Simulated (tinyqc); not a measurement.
Inside a calculation (part 1 of 2). Method: UHF in the sto-3g basis, for HF, spin multiplicity 1. This run ends on a higher stationary point, not on the lowest solution. Computed by tinyqc, a small Python program that keeps every step (integrals from PySCF). Settings: charge = 0, multiplicity = 1, basis = sto-3g, energy threshold = 1e-08, iteration cap = 50, orthogonalisation = symmetric, start = Wolfsberg-Helmholz matrix, DIIS depth = 0, shift = 1.0, method = UHF, break = 0.7. Command: `OMP_NUM_THREADS=1 python tinyqc.py 22136 22137 out.jsonl` (the two numbers bound the seeds that draw the settings). One thread of a shared host (Intel(R) Xeon(R) Processor @ 2.60GHz), about 0.1 s of CPU time with the checks. Later iterations appear only in the table of the cycle.

## One-electron integrals

Geometry (angstrom):
```
atom        x        y        z
F     0.00000  0.00000  0.00000
H     0.00000  0.00000  1.33800
```

Basis sto-3g: exponents (1/bohr^2) and contraction coefficients of normalised primitives:
```
element  l (shell)   exponent  coefficient
F            s (1)  166.67913      0.15433
F            s (1)   30.36081      0.53533
F            s (1)    8.21682      0.44463
F            s (2)    6.46480     -0.09997
F            s (2)    1.50228      0.39951
F            s (2)    0.48859      0.70012
F            p (3)    6.46480      0.15592
F            p (3)    1.50228      0.60768
F            p (3)    0.48859      0.39196
H            s (1)    3.42525      0.15433
H            s (1)    0.62391      0.53533
H            s (1)    0.16886      0.44463
```

Overlap, kinetic and nuclear-attraction integrals over the contracted functions; the nuclear repulsion is the sum of Za Zb / Rab.

nuclear repulsion = 3.5594880 hartree

overlap S, lower triangle:
```
          1F 1s    1F 2s   1F 2px   1F 2py   1F 2pz    2H 1s
1F 1s   1.00000
1F 2s   0.23799  1.00000
1F 2px  0.00000  0.00000  1.00000
1F 2py  0.00000  0.00000  0.00000  1.00000
1F 2pz  0.00000  0.00000  0.00000  0.00000  1.00000
2H 1s   0.01831  0.22137  0.00000  0.00000  0.19944  1.00000
```

kinetic energy T (hartree), lower triangle:
```
           1F 1s     1F 2s   1F 2px   1F 2py   1F 2pz    2H 1s
1F 1s   36.98458
1F 2s   -0.21286   1.03800
1F 2px   0.00000   0.00000  3.24801
1F 2py   0.00000   0.00000  0.00000  3.24801
1F 2pz   0.00000   0.00000  0.00000  0.00000  3.24801
2H 1s   -0.00599  -0.00041  0.00000  0.00000  0.05332  0.76003
```

nuclear attraction V (hartree), lower triangle:
```
            1F 1s      1F 2s     1F 2px     1F 2py     1F 2pz     2H 1s
1F 1s   -77.40508
1F 2s    -9.27093  -11.93662
1F 2px    0.00000    0.00000  -11.83000
1F 2py    0.00000    0.00000    0.00000  -11.83000
1F 2pz   -0.00707   -0.08831    0.00000    0.00000  -11.87251
2H 1s    -0.73007   -1.83656    0.00000    0.00000   -1.40244  -4.75767
```

core Hamiltonian H = T + V (hartree), lower triangle:
```
            1F 1s      1F 2s    1F 2px    1F 2py    1F 2pz     2H 1s
1F 1s   -40.42050
1F 2s    -9.48379  -10.89862
1F 2px    0.00000    0.00000  -8.58198
1F 2py    0.00000    0.00000   0.00000  -8.58198
1F 2pz   -0.00707   -0.08831   0.00000   0.00000  -8.62449
2H 1s    -0.73607   -1.83697   0.00000   0.00000  -1.34912  -3.99764
```

## Two-electron integrals

Functions are numbered as in S; the eight-fold symmetry (ij|kl) = (ji|kl) = (kl|ij) leaves the list below.

Two-electron integrals (ij|kl) in chemists' order, unique and non-zero (hartree):
```
(11|11) 5.40350   (21|11) 0.84192   (21|21) 0.15630   (22|11) 1.26803
(22|21) 0.29234   (22|22) 0.92617   (31|31) 0.02800   (32|31) 0.04317
(32|32) 0.20459   (33|11) 1.26450   (33|21) 0.29240   (33|22) 0.92596
(33|33) 0.99751   (41|41) 0.02800   (42|41) 0.04317   (42|42) 0.20459
(43|43) 0.05377   (44|11) 1.26450   (44|21) 0.29240   (44|22) 0.92596
(44|33) 0.88997   (44|44) 0.99751   (51|51) 0.02800   (52|51) 0.04317
(52|52) 0.20459   (53|53) 0.05377   (54|54) 0.05377   (55|11) 1.26450
(55|21) 0.29240   (55|22) 0.92596   (55|33) 0.88997   (55|44) 0.88997
(55|55) 0.99751   (61|11) 0.06551   (61|21) 0.01207   (61|22) 0.02247
(61|33) 0.02244   (61|44) 0.02244   (61|51) 0.00046   (61|52) 0.00088
(61|55) 0.02254   (61|61) 0.00094   (62|11) 0.18766   (62|21) 0.04394
(62|22) 0.15809   (62|33) 0.15572   (62|44) 0.15572   (62|51) 0.00294
(62|52) 0.02433   (62|55) 0.16267   (62|61) 0.00344   (62|62) 0.03501
(63|31) 0.00433   (63|32) 0.02671   (63|53) 0.00494   (63|63) 0.00491
(64|41) 0.00433   (64|42) 0.02671   (64|54) 0.00494   (64|64) 0.00491
(65|11) 0.13692   (65|21) 0.03244   (65|22) 0.12514   (65|33) 0.12006
(65|44) 0.12006   (65|51) 0.00619   (65|52) 0.04456   (65|55) 0.13515
(65|61) 0.00263   (65|62) 0.03417   (65|65) 0.03811   (66|11) 0.39224
(66|21) 0.09329   (66|22) 0.38815   (66|33) 0.37720   (66|44) 0.37720
(66|51) 0.00667   (66|52) 0.07939   (66|55) 0.40978   (66|61) 0.00733
(66|62) 0.11778   (66|65) 0.13488   (66|66) 0.77461
```

## Orthogonalisation

S = U s U^T; symmetric (Loewdin) form X = U s^(-1/2) U^T, so that X^T S X = 1.

eigenvalues of S: 0.65112  0.85820  1.00000  1.00000  1.12429  1.36639

X, lower triangle:
```
           1F 1s     1F 2s   1F 2px   1F 2py    1F 2pz    2H 1s
1F 1s    1.02250
1F 2s   -0.12589   1.04289
1F 2px   0.00000   0.00000  1.00000
1F 2py   0.00000   0.00000  0.00000  1.00000
1F 2pz  -0.00217   0.01820  0.00000  0.00000   1.01597
2H 1s    0.01201  -0.11996  0.00000  0.00000  -0.10574  1.03597
```

## Starting guess

The start is the generalised Wolfsberg-Helmholz matrix (K = 1.75) built on H, with HOMO and LUMO mixed by +/-0.7 rad for the two spins; D(s) = C_occ C_occ^T for each spin.

D(alpha) at the start, lower triangle:
```
           1F 1s     1F 2s    1F 2px    1F 2py    1F 2pz    2H 1s
1F 1s    1.05707
1F 2s   -0.24139   1.02700
1F 2px  -0.00107   0.00487   0.99974
1F 2py   0.04286  -0.19448   0.01038   0.58524
1F 2pz   0.00678  -0.01659   0.00358  -0.14290   0.99448
2H 1s   -0.01250  -0.01441  -0.01272   0.50840  -0.04401  0.47576
```

D(beta) at the start, lower triangle:
```
           1F 1s     1F 2s    1F 2px    1F 2py    1F 2pz    2H 1s
1F 1s    1.05707
1F 2s   -0.24139   1.02700
1F 2px   0.00107  -0.00487   0.99974
1F 2py  -0.04286   0.19448   0.01038   0.58524
1F 2pz   0.00678  -0.01659  -0.00358   0.14290   0.99448
2H 1s   -0.01250  -0.01441   0.01272  -0.50840  -0.04401  0.47576
```

## Iteration 1: building the Fock matrix

J_ij = sum D_kl (ij|kl) with D = D(alpha) + D(beta), K_ij = sum D_kl (ik|jl) for each spin; F = H + J - K(s); E = tr D H + tr D J / 2 - 0.5 sum_s tr D(s) K(s) + E_nn.

Coulomb J (hartree), lower triangle:
```
           1F 1s    1F 2s   1F 2px   1F 2py   1F 2pz    2H 1s
1F 1s   20.07386
1F 2s    3.81790  9.41488
1F 2px   0.00000  0.00000  9.42693
1F 2py   0.00000  0.00000  0.00223  9.33778
1F 2pz   0.00296  0.05385  0.00000  0.00000  9.45373
2H 1s    0.29518  1.59853  0.00000  0.00000  1.28131  4.24826
```

exchange K(alpha) (hartree), lower triangle:
```
           1F 1s     1F 2s    1F 2px    1F 2py   1F 2pz    2H 1s
1F 1s    5.53657
1F 2s    0.95575   1.51184
1F 2px  -0.00009   0.00282   1.30209
1F 2py   0.00375  -0.11274   0.00980   0.91091
1F 2pz   0.00099  -0.01193   0.00178  -0.07131  1.30089
2H 1s    0.07631   0.28721  -0.00356   0.14207  0.20625  0.43295
```

exchange K(beta) (hartree), lower triangle:
```
           1F 1s     1F 2s    1F 2px    1F 2py   1F 2pz    2H 1s
1F 1s    5.53657
1F 2s    0.95575   1.51184
1F 2px   0.00009  -0.00282   1.30209
1F 2py  -0.00375   0.11274   0.00980   0.91091
1F 2pz   0.00099  -0.01193  -0.00178   0.07131  1.30089
2H 1s    0.07631   0.28721   0.00356  -0.14207  0.20625  0.43295
```

F(alpha) (hartree), lower triangle:
```
            1F 1s     1F 2s    1F 2px    1F 2py    1F 2pz     2H 1s
1F 1s   -25.88321
1F 2s    -6.62165  -2.99558
1F 2px    0.00009  -0.00282  -0.45714
1F 2py   -0.00375   0.11274  -0.00756  -0.15511
1F 2pz   -0.00510  -0.02253  -0.00178   0.07131  -0.47165
2H 1s    -0.51719  -0.52565   0.00356  -0.14207  -0.27406  -0.18233
```

F(beta) (hartree), lower triangle:
```
            1F 1s     1F 2s    1F 2px    1F 2py    1F 2pz     2H 1s
1F 1s   -25.88321
1F 2s    -6.62165  -2.99558
1F 2px   -0.00009   0.00282  -0.45714
1F 2py    0.00375  -0.11274  -0.00756  -0.15511
1F 2pz   -0.00510  -0.02253   0.00178  -0.07131  -0.47165
2H 1s    -0.51719  -0.52565  -0.00356   0.14207  -0.27406  -0.18233
```

total energy of this density = -98.1702200 hartree

## Iteration 1: diagonalisation and new density

A level shift of 1 hartree raises the virtual space: F + shift (S - S D(s) S), with D(s) the density of one spin. Diagonalise F' = X^T F X, C = X C', fill 5 alpha and 5 beta electrons from the bottom; D(s) = C_occ C_occ^T. Each column has its largest component positive (the first on a tie).

F' = X^T F X (alpha) (hartree), lower triangle:
```
           1         2         3         4         5        6
1  -25.41384
2   -3.39744  -1.77609
3    0.00101  -0.00664  -0.45688
4   -0.04028   0.26520  -0.01794   0.25964
5   -0.02082   0.04588  -0.00449   0.17928  -0.41018
6    0.00235  -0.40379   0.01588  -0.63473  -0.32980  0.47310
```

orbital energies (alpha) (hartree): MO1 -25.89258, MO2 -1.39618, MO3 -0.51552, MO4 -0.45733, MO5 -0.25446, MO6 1.19181

coefficients C (alpha):
```
             MO1       MO2       MO3      MO4       MO5       MO6
1F 1s    0.99495  -0.25976   0.02301  0.00000   0.01200   0.05851
1F 2s    0.02062   1.00594  -0.11047  0.00000  -0.09434  -0.29114
1F 2px   0.00000   0.00228  -0.00213  0.99969  -0.01971   0.01509
1F 2py   0.00016  -0.09128   0.08498  0.02502   0.78764  -0.60286
1F 2pz   0.00076   0.02907   0.91365  0.00000  -0.33347  -0.31130
2H 1s   -0.00278   0.06929   0.25595  0.00000   0.60401   0.81474
```

F' = X^T F X (beta) (hartree), lower triangle:
```
           1         2         3         4         5        6
1  -25.41384
2   -3.39744  -1.77609
3   -0.00101   0.00664  -0.45688
4    0.04028  -0.26520  -0.01794   0.25964
5   -0.02082   0.04588   0.00449  -0.17928  -0.41018
6    0.00235  -0.40379  -0.01588   0.63473  -0.32980  0.47310
```

orbital energies (beta) (hartree): MO1 -25.89258, MO2 -1.39618, MO3 -0.51552, MO4 -0.45733, MO5 -0.25446, MO6 1.19181

coefficients C (beta):
```
             MO1       MO2       MO3      MO4       MO5       MO6
1F 1s    0.99495  -0.25976   0.02301  0.00000  -0.01200   0.05851
1F 2s    0.02062   1.00594  -0.11047  0.00000   0.09434  -0.29114
1F 2px   0.00000  -0.00228   0.00213  0.99969  -0.01971  -0.01509
1F 2py  -0.00016   0.09128  -0.08498  0.02502   0.78764   0.60286
1F 2pz   0.00076   0.02907   0.91365  0.00000   0.33347  -0.31130
2H 1s   -0.00278   0.06929   0.25595  0.00000  -0.60401   0.81474
```

D(alpha) after iteration 1, lower triangle:
```
           1F 1s     1F 2s    1F 2px    1F 2py   1F 2pz    2H 1s
1F 1s    1.05808
1F 2s   -0.24446   1.03344
1F 2px  -0.00088   0.00439   0.99977
1F 2py   0.03527  -0.17551   0.00909   0.63656
1F 2pz   0.01023  -0.04021   0.00470  -0.18767  0.94681
2H 1s   -0.00762  -0.01561  -0.01229   0.49117  0.03445  0.43515
```

D(beta) after iteration 1, lower triangle:
```
           1F 1s     1F 2s    1F 2px    1F 2py   1F 2pz    2H 1s
1F 1s    1.05808
1F 2s   -0.24446   1.03344
1F 2px   0.00088  -0.00439   0.99977
1F 2py  -0.03527   0.17551   0.00909   0.63656
1F 2pz   0.01023  -0.04021  -0.00470   0.18767  0.94681
2H 1s   -0.00762  -0.01561   0.01229  -0.49117  0.03445  0.43515
```

## Iteration 2: building the Fock matrix

As before.

Coulomb J (hartree), lower triangle:
```
           1F 1s    1F 2s   1F 2px   1F 2py   1F 2pz    2H 1s
1F 1s   20.11154
1F 2s    3.82622  9.44002
1F 2px   0.00000  0.00000  9.45110
1F 2py   0.00000  0.00000  0.00196  9.37299
1F 2pz   0.00067  0.04255  0.00000  0.00000  9.46971
2H 1s    0.29577  1.59968  0.00000  0.00000  1.27901  4.22416
```

exchange K(alpha) (hartree), lower triangle:
```
           1F 1s     1F 2s    1F 2px    1F 2py   1F 2pz    2H 1s
1F 1s    5.53860
1F 2s    0.95533   1.51937
1F 2px   0.00000   0.00243   1.30395
1F 2py  -0.00016  -0.09699   0.00858   0.96117
1F 2pz   0.00029  -0.02262   0.00290  -0.11571  1.27679
2H 1s    0.07784   0.28796  -0.00333   0.13315  0.22499  0.41949
```

exchange K(beta) (hartree), lower triangle:
```
          1F 1s     1F 2s    1F 2px    1F 2py   1F 2pz    2H 1s
1F 1s   5.53860
1F 2s   0.95533   1.51937
1F 2px  0.00000  -0.00243   1.30395
1F 2py  0.00016   0.09699   0.00858   0.96117
1F 2pz  0.00029  -0.02262  -0.00290   0.11571  1.27679
2H 1s   0.07784   0.28796   0.00333  -0.13315  0.22499  0.41949
```

F(alpha) (hartree), lower triangle:
```
            1F 1s     1F 2s    1F 2px    1F 2py    1F 2pz     2H 1s
1F 1s   -25.84756
1F 2s    -6.61290  -2.97797
1F 2px    0.00000  -0.00243  -0.43483
1F 2py    0.00016   0.09699  -0.00663  -0.17017
1F 2pz   -0.00670  -0.02314  -0.00290   0.11571  -0.43158
2H 1s    -0.51814  -0.52525   0.00333  -0.13315  -0.29509  -0.19297
```

F(beta) (hartree), lower triangle:
```
            1F 1s     1F 2s    1F 2px    1F 2py    1F 2pz     2H 1s
1F 1s   -25.84756
1F 2s    -6.61290  -2.97797
1F 2px    0.00000   0.00243  -0.43483
1F 2py   -0.00016  -0.09699  -0.00663  -0.17017
1F 2pz   -0.00670  -0.02314   0.00290  -0.11571  -0.43158
2H 1s    -0.51814  -0.52525  -0.00333   0.13315  -0.29509  -0.19297
```

total energy of this density = -98.2320472 hartree

## Iteration 2: diagonalisation and new density

As before.

F' = X^T F X (alpha) (hartree), lower triangle:
```
           1         2         3         4         5        6
1  -25.37893
2   -3.39311  -1.76393
3    0.00073  -0.00580  -0.43460
4   -0.02898   0.23189  -0.01572   0.19326
5   -0.02382   0.06323  -0.00675   0.26954  -0.33286
6   -0.00336  -0.39834   0.01524  -0.60880  -0.42178  0.49205
```

orbital energies (alpha) (hartree): MO1 -25.85694, MO2 -1.37831, MO3 -0.50141, MO4 -0.43499, MO5 -0.27387, MO6 1.22051

coefficients C (alpha):
```
             MO1       MO2       MO3      MO4       MO5       MO6
1F 1s    0.99496  -0.25977   0.02753  0.00000   0.01464   0.05563
1F 2s    0.02056   1.00556  -0.12883  0.00000  -0.10279  -0.28187
1F 2px   0.00000   0.00196   0.00087  0.99969  -0.02055   0.01410
1F 2py  -0.00009  -0.07841  -0.03476  0.02502   0.82136  -0.56337
1F 2pz   0.00078   0.03306   0.91338  0.00000  -0.22901  -0.39484
2H 1s   -0.00259   0.07359   0.26132  0.00000   0.58496   0.82647
```

F' = X^T F X (beta) (hartree), lower triangle:
```
           1         2         3         4         5        6
1  -25.37893
2   -3.39311  -1.76393
3   -0.00073   0.00580  -0.43460
4    0.02898  -0.23189  -0.01572   0.19326
5   -0.02382   0.06323   0.00675  -0.26954  -0.33286
6   -0.00336  -0.39834  -0.01524   0.60880  -0.42178  0.49205
```

orbital energies (beta) (hartree): MO1 -25.85694, MO2 -1.37831, MO3 -0.50141, MO4 -0.43499, MO5 -0.27387, MO6 1.22051

coefficients C (beta):
```
             MO1       MO2       MO3      MO4       MO5       MO6
1F 1s    0.99496  -0.25977   0.02753  0.00000  -0.01464   0.05563
1F 2s    0.02056   1.00556  -0.12883  0.00000   0.10279  -0.28187
1F 2px   0.00000  -0.00196  -0.00087  0.99969  -0.02055  -0.01410
1F 2py   0.00009   0.07841   0.03476  0.02502   0.82136   0.56337
1F 2pz   0.00078   0.03306   0.91338  0.00000   0.22901  -0.39484
2H 1s   -0.00259   0.07359   0.26132  0.00000  -0.58496   0.82647
```

D(alpha) after iteration 2, lower triangle:
```
           1F 1s     1F 2s    1F 2px    1F 2py   1F 2pz    2H 1s
1F 1s    1.05840
1F 2s   -0.24581   1.03875
1F 2px  -0.00078   0.00397   0.99980
1F 2py   0.03134  -0.15880   0.00794   0.68261
1F 2pz   0.01398  -0.06087   0.00557  -0.22244  0.88781
2H 1s   -0.00593  -0.01985  -0.01165   0.46561  0.10715  0.41589
```

D(beta) after iteration 2, lower triangle:
```
           1F 1s     1F 2s    1F 2px    1F 2py   1F 2pz    2H 1s
1F 1s    1.05840
1F 2s   -0.24581   1.03875
1F 2px   0.00078  -0.00397   0.99980
1F 2py  -0.03134   0.15880   0.00794   0.68261
1F 2pz   0.01398  -0.06087  -0.00557   0.22244  0.88781
2H 1s   -0.00593  -0.01985   0.01165  -0.46561  0.10715  0.41589
```

## Iteration 3: building the Fock matrix

As before.

Coulomb J (hartree), lower triangle:
```
           1F 1s    1F 2s   1F 2px   1F 2py   1F 2pz    2H 1s
1F 1s   20.11329
1F 2s    3.82666  9.44408
1F 2px   0.00000  0.00000  9.45509
1F 2py   0.00000  0.00000  0.00171  9.38687
1F 2pz  -0.00098  0.03578  0.00000  0.00000  9.46401
2H 1s    0.29576  1.59927  0.00000  0.00000  1.27711  4.21542
```

exchange K(alpha) (hartree), lower triangle:
```
           1F 1s     1F 2s    1F 2px    1F 2py   1F 2pz    2H 1s
1F 1s    5.53873
1F 2s    0.95494   1.52257
1F 2px   0.00001   0.00210   1.30467
1F 2py  -0.00032  -0.08407   0.00750   1.00533
1F 2pz   0.00034  -0.03089   0.00380  -0.15173  1.23996
2H 1s    0.07823   0.28870  -0.00305   0.12198  0.24269  0.41998
```

exchange K(beta) (hartree), lower triangle:
```
           1F 1s     1F 2s    1F 2px    1F 2py   1F 2pz    2H 1s
1F 1s    5.53873
1F 2s    0.95494   1.52257
1F 2px  -0.00001  -0.00210   1.30467
1F 2py   0.00032   0.08407   0.00750   1.00533
1F 2pz   0.00034  -0.03089  -0.00380   0.15173  1.23996
2H 1s    0.07823   0.28870   0.00305  -0.12198  0.24269  0.41998
```

F(alpha) (hartree), lower triangle:
```
            1F 1s     1F 2s    1F 2px    1F 2py    1F 2pz     2H 1s
1F 1s   -25.84595
1F 2s    -6.61207  -2.97711
1F 2px   -0.00001  -0.00210  -0.43157
1F 2py    0.00032   0.08407  -0.00579  -0.20044
1F 2pz   -0.00839  -0.02164  -0.00380   0.15173  -0.40044
2H 1s    -0.51854  -0.52641   0.00305  -0.12198  -0.31470  -0.20219
```

F(beta) (hartree), lower triangle:
```
            1F 1s     1F 2s    1F 2px    1F 2py    1F 2pz     2H 1s
1F 1s   -25.84595
1F 2s    -6.61207  -2.97711
1F 2px    0.00001   0.00210  -0.43157
1F 2py   -0.00032  -0.08407  -0.00579  -0.20044
1F 2pz   -0.00839  -0.02164   0.00380  -0.15173  -0.40044
2H 1s    -0.51854  -0.52641  -0.00305   0.12198  -0.31470  -0.20219
```

total energy of this density = -98.2862414 hartree

## Iteration 3: diagonalisation and new density

As before.

F' = X^T F X (alpha) (hartree), lower triangle:
```
           1         2         3         4         5        6
1  -25.37752
2   -3.39199  -1.76672
3    0.00063  -0.00511  -0.43137
4   -0.02518   0.20437  -0.01373   0.11695
5   -0.02756   0.08012  -0.00856   0.34199  -0.25279
6   -0.00472  -0.39226   0.01433  -0.57258  -0.50731  0.49338
```

orbital energies (alpha) (hartree): MO1 -25.85531, MO2 -1.37648, MO3 -0.50604, MO4 -0.43171, MO5 -0.29359, MO6 1.24506

coefficients C (alpha):
```
             MO1       MO2       MO3      MO4       MO5       MO6
1F 1s    0.99497  -0.25976   0.02981  0.00000   0.01794   0.05339
1F 2s    0.02054   1.00536  -0.13773  0.00000  -0.11544  -0.27336
1F 2px   0.00000   0.00174   0.00417  0.99969  -0.02083   0.01310
1F 2py  -0.00010  -0.06964  -0.16673  0.02502   0.83223  -0.52357
1F 2pz   0.00083   0.03331   0.90041  0.00000  -0.11152  -0.46843
2H 1s   -0.00257   0.07637   0.25771  0.00000   0.58050   0.83049
```

F' = X^T F X (beta) (hartree), lower triangle:
```
           1         2         3         4         5        6
1  -25.37752
2   -3.39199  -1.76672
3   -0.00063   0.00511  -0.43137
4    0.02518  -0.20437  -0.01373   0.11695
5   -0.02756   0.08012   0.00856  -0.34199  -0.25279
6   -0.00472  -0.39226  -0.01433   0.57258  -0.50731  0.49338
```

orbital energies (beta) (hartree): MO1 -25.85531, MO2 -1.37648, MO3 -0.50604, MO4 -0.43171, MO5 -0.29359, MO6 1.24506

coefficients C (beta):
```
             MO1       MO2       MO3      MO4       MO5       MO6
1F 1s    0.99497  -0.25976   0.02981  0.00000  -0.01794   0.05339
1F 2s    0.02054   1.00536  -0.13773  0.00000   0.11544  -0.27336
1F 2px   0.00000  -0.00174  -0.00417  0.99969  -0.02083  -0.01310
1F 2py   0.00010   0.06964   0.16673  0.02502   0.83223   0.52357
1F 2pz   0.00083   0.03331   0.90041  0.00000   0.11152  -0.46843
2H 1s   -0.00257   0.07637   0.25771  0.00000  -0.58050   0.83049
```

D(alpha) after iteration 3, lower triangle:
```
           1F 1s     1F 2s    1F 2px    1F 2py   1F 2pz    2H 1s
1F 1s    1.05865
1F 2s   -0.24690   1.04347
1F 2px  -0.00070   0.00358   0.99983
1F 2py   0.02795  -0.14313   0.00686   0.72587
1F 2pz   0.01702  -0.07763   0.00614  -0.24526  0.82428
2H 1s   -0.00429  -0.02578  -0.01088   0.43482  0.16985  0.40923
```

D(beta) after iteration 3, lower triangle:
```
           1F 1s     1F 2s    1F 2px    1F 2py   1F 2pz    2H 1s
1F 1s    1.05865
1F 2s   -0.24690   1.04347
1F 2px   0.00070  -0.00358   0.99983
1F 2py  -0.02795   0.14313   0.00686   0.72587
1F 2pz   0.01702  -0.07763  -0.00614   0.24526  0.82428
2H 1s   -0.00429  -0.02578   0.01088  -0.43482  0.16985  0.40923
```
